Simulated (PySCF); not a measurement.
Bonds (- single, = double, # triple, : aromatic): C1-C2, C2-C3, C3-N4, N4-C5, N4-C6. C1 carries H7, H8, H9; C2 carries H10, H11; C3 carries H12, H13; C5 carries H14, H15, H16; C6 carries H17, H18, H19.

GIAO shifts from PySCF 2.14 on PBE0-D3(BJ)/def2-TZVP geometries (one conformer, non-relativistic, equivalent nuclei averaged), against TMS at the same level and in the same medium; PCM means IEF-PCM chloroform.

Measured (solution, not stated per compound (mostly CDCl3 or CCl4); Pretsch, Buehlmann, Badertscher, Structure Determination of Organic Compounds, 4th ed. (2009)): C3 61.8, C2 20.6, C1 11.9 ppm.

**Question.** Which unscaled values do B97-2/pcSseg-2, gas; WP04/pcSseg-2, PCM; wB97X-D/pcSseg-2, PCM give, and how close are they?

**Answer.** 
```csv
atoms,measured,"B97-2/pcSseg-2, gas","WP04/pcSseg-2, PCM","wB97X-D/pcSseg-2, PCM"
C3,61.8,66.3,66.6,67.2
C2,20.6,26.9,29.1,27.3
C1,11.9,14.9,16.4,14.6
```

Mean absolute error for 13C: B97-2/pcSseg-2, gas 4.6, WP04/pcSseg-2, PCM 5.9, wB97X-D/pcSseg-2, PCM 4.9 ppm.
